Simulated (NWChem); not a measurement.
Molecule: BF3; SMILES FB(F)F

```xyz
4

B      0.0000     0.0000    -0.0023
F     -0.3492    -1.2763     0.0004
F     -0.9307     0.9406     0.0004
F      1.2799     0.3357     0.0004
```
Atoms are numbered in this order, from 1.

All runs: NWChem. Pople sets run with spherical d functions. All runs use the structure optimised with PBE-D3(BJ)/def2-SVP. Atomic charges in e: unrestrained fits to the electrostatic potential beside Mulliken populations; the two definitions need not agree.

Estimate the computed values for Hartree-Fock/6-31G*. Quantities: ESP B1; Mulliken B1; ESP F2; Mulliken F2; ESP F3; Mulliken F3; ESP F4; Mulliken F4; relative RMS misfit of the potential (%).


| Quantity | Value |
|---|---|
| ESP B1 | 1.07 |
| Mulliken B1 | 1.13 |
| ESP F2 | -0.36 |
| Mulliken F2 | -0.38 |
| ESP F3 | -0.36 |
| Mulliken F3 | -0.38 |
| ESP F4 | -0.36 |
| Mulliken F4 | -0.38 |
| relative RMS misfit of the potential (%) | 20 |
